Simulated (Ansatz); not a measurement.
Geometry optimisation, UKS B3LYP/def2-SVP in Ansatz.

Input file:

```yaml
crystal:
  periodic: [false, false, false]
  atoms:
    - { symbol: "N", position_ang: [-0.97994, 0.49634, -0.52197] }
    - { symbol: C, position_ang: [0.14481, 0.14219, 0.22318] }
    - { symbol: Si, position_ang: [0.49997, 0.89836, 1.84019] }
    - { symbol: H, position_ang: [-1.48292, -0.28139, -0.92304] }
    - { symbol: H, position_ang: [-1.58611, 1.18883, -0.10835] }
    - { symbol: H, position_ang: [0.42003, -0.89711, 0.05268] }
    - { symbol: H, position_ang: [1.93331, 0.54371, 2.01724] }
magnetization:
  spin_polarized: true
  initial_magnetization: 1
basis:
  gaussian: { orbitals: def2-SVP }
hamiltonian:
  xc: b3lyp
relax:
  f_tol: 0.015
  max_steps: 40
```

Launched with:

```bash
$ ansatz run input.yaml --threads 1 --pin off --max-ram 2048MiB --backend cpu --events-out ev --progress --plain --runs-dir out
```

Task: Where does it end, and by what steps?

Result: It converged. After 9 steps the energy has fallen by 0.348 eV; Si3 moved furthest, 0.32 Å.

```tsv
step	energy less start (eV)	largest force component (eV/Å)	accepted
0	0.0000	1.789	yes
1	-0.1619	1.466	yes
2	-0.2575	0.918	yes
3	-0.3037	0.457	yes
4	-0.3228	0.615	yes
5	-0.3427	0.266	yes
6	-0.3479	0.085	yes
7	-0.3482	0.047	yes
8	-0.3482	0.017	yes
9	-0.3483	0.002	yes
```

```xyz
7
Properties=species:S:1:pos:R:3
N -1.081 0.357 -0.344
C 0.039 0.103 0.356
Si 0.629 1.183 1.768
H -1.401 -0.227 -1.109
H -1.653 1.168 -0.116
H 0.556 -0.800 0.003
H 1.860 0.306 2.023
```

Whether the end is a true minimum wasn't checked by a vibrational analysis.

The run took 32 s on 1 thread of Arm Neoverse V1, on a shared host, peak memory 0.15 GiB.
